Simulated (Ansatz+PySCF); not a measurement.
Results of a calculation; reference values are marked as such.
# Several solutions for singlet LiH

```yaml
atoms:
  - { symbol: Li, position_ang: [0.0000, 0.0000, -0.9188] }
  - { symbol: H, position_ang: [0.0000, 0.0000, 2.7563] }
```

Basis set: 6-31G (spherical functions). Charge 0, multiplicity 1.

PBE0 (unrestricted) was run from several starts with Ansatz (development build ahead of 0.2.0) and PySCF 2.14.0.

```tsv
run	program	start	converged	energy (hartree)	<S²>
A	Ansatz	atomic start, no search	yes	-7.95253	0.00
B	PySCF	program defaults	yes	-7.95253	0.00
C	Ansatz	stability test followed	yes	-7.96987	0.81
D	Ansatz	search for the lowest state	yes	-7.96987	0.81
```

**Question.** Which runs reached the lowest solution of this kind, and what is wrong with the others?

**Answer.** C, D reached the lowest solution found. Converged but too high: A by 0.47 eV, B by 0.47 eV. Convergence only shows a stationary point, and even a stable one can lie too high; stability tests and further starts are what find lower ones. Caution: charge can spread falsely over distant fragments. Caution: the unrestricted determinant is a mixture of spin states.
